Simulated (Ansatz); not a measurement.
## Pulling the pair apart

The pair of NH4⁺ (SMILES [NH4+], atoms 1–5) and CO (SMILES [C-]#[O+], atoms 6–7), both closed shells, in one local arrangement (a lower one may exist), relaxed at PBE0-D4/def2-TZVP:

N1  (-0.055, -0.022, -1.031)
H2  (0.887, -0.038, -1.427)
H3  (-0.546, 0.808, -1.368)
H4  (0.001, 0.000, 0.013)
H5  (-0.560, -0.857, -1.332)
C6  (0.107, 0.043, 2.016)
O7  (0.167, 0.066, 3.130)
(Å)

CO is shifted rigidly along the line between the mean atom positions of the two fragments (negative: closer). Counterpoise interaction energies in kJ/mol. Ansatz 0.2.0; basis: def2-TZVPPD; cores frozen in the correlated methods. B3LYP uses VWN-RPA correlation.

```
shift (Å)     HF  PBE-D4  B3LYP-D4
    -0.20   -6.0   -41.1     -33.0
    -0.10  -13.0   -43.9     -36.7
     0.00  -17.1   -44.5     -38.0
     0.10  -19.3   -43.5     -37.6
     0.24  -20.2   -40.8     -35.6
     0.50  -18.5   -34.0     -29.7
     1.00  -12.4   -22.2     -19.1
     2.01   -5.1   -10.1      -8.5
```

Q: What does CCSD(T) give at these shifts? (Judge from chemistry; the value comes from the calculation.)

A: The calculation gives: -28.5, -32.9, -34.7, -34.9, -33.5, -28.5, -18.9, -8.8 kJ/mol. For zero shift, CCSD(T) at an estimated basis limit (MP2 extrapolated from triple and quadruple zeta, plus CCSD(T) − MP2 in triple zeta) gives -35.5 kJ/mol. These are counterpoise interaction energies, counted from the two frozen fragments.

T1 diagnostic: at most 0.015.

For scale, one of the runs: CCSD(T)/def2-TZVPPD, 182 basis functions (an equivalent command: `ansatz run in.yaml --threads 2`). Hardware: 2 CPU threads, shared host. Wall time 27 s; peak host memory 1.9 GiB.
